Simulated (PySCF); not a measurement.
**How close is B3LYP for MgF?**

The experiment to reproduce: a(25Mg Mg2) -337 MHz [1]; a(19F F1) 206 MHz [1]; Δg∥ -0.30 ppt [3]; Δg⊥ -1.30 ppt [3]. Sources and the comparison follow the method.

Species: MgF (doublet state).
Z-matrix (Å and degrees, PBE0-D3(BJ)/def2-SVP geometry), rows numbered from 1:
```
F 
Mg  1  1.7680
```

Identity: `[F][Mg]` [radical].

Theory: UKS B3LYP, IGLO-III on F, def2-TZVP with uncontracted s and p shells and three added tight s functions on Mg, non-relativistic, mean-field spin-orbit, GIAO in PySCF.

| nucleus | computed a_iso (MHz) | published | in MHz | difference of magnitudes (MHz) | source |
| --- | --- | --- | --- | --- | --- |
| 25Mg Mg2 | -325.8 | -337 MHz | -337.0 | -11.2 | [1] |
| 25Mg Mg2 | -325.8 | -282.4 MHz | -282.4 | +43.4 | [2] equilibrium geometry |
| 19F F1 | 218.1 | 206 MHz | 206.0 | +12.1 | [1] |
| 19F F1 | 218.1 | 202.5 MHz | 202.5 | +15.6 | [2] equilibrium geometry |

```json
{"g shift": "Δg∥", "computed (ppt)": "-0.07", "published (ppt)": "-0.30", "difference": "+0.23", "source": "[3]"}
{"g shift": "Δg⊥", "computed (ppt)": "-1.74", "published (ppt)": "-1.30", "difference": "-0.44", "source": "[3]"}
{"g shift": "Δg∥", "computed (ppt)": "-0.07", "published (ppt)": "-0.06", "difference": "-0.01", "source": "[4]"}
{"g shift": "Δg⊥", "computed (ppt)": "-1.74", "published (ppt)": "-1.09", "difference": "-0.65", "source": "[4]"}
```

Sources: [1] measured; Tran, Improving perturbation theory for open-shell molecules via self-consistency, arXiv:2107.11260 (experimental column from Kossmann, Neese). [2] computed, CCSD(T), gas; Tran, Improving perturbation theory for open-shell molecules via self-consistency, arXiv:2107.11260 (experimental column from Kossmann, Neese). [3] measured, matrix; Malkina, Vaara, Schimmelpfennig, Munzarova, Malkin, Kaupp, J. Am. Chem. Soc. 2000, 122, 9206 (reprinted in Munzarova's thesis, Stuttgart). [4] computed, MRCI, gas; Malkina, Vaara, Schimmelpfennig, Munzarova, Malkin, Kaupp, J. Am. Chem. Soc. 2000, 122, 9206 (reprinted in Munzarova's thesis, Stuttgart).

In relative terms the largest miss is 19F F1, by 6 %. The measured numbers hold vibrational averaging and, outside the gas phase, effects of the matrix or solvent; the computed ones belong to one rigid, isolated geometry and carry the errors of functional and basis. An EPR spectrum gives magnitudes, so published signs often rest on theory.

The largest Mulliken spin population is on Mg2 (+0.98).

⟨S²⟩ = 0.7503 against the exact 0.7500, so spin contamination is small.

Time: 8.2 s. Hardware: Arm Neoverse N1, one thread (shared host).
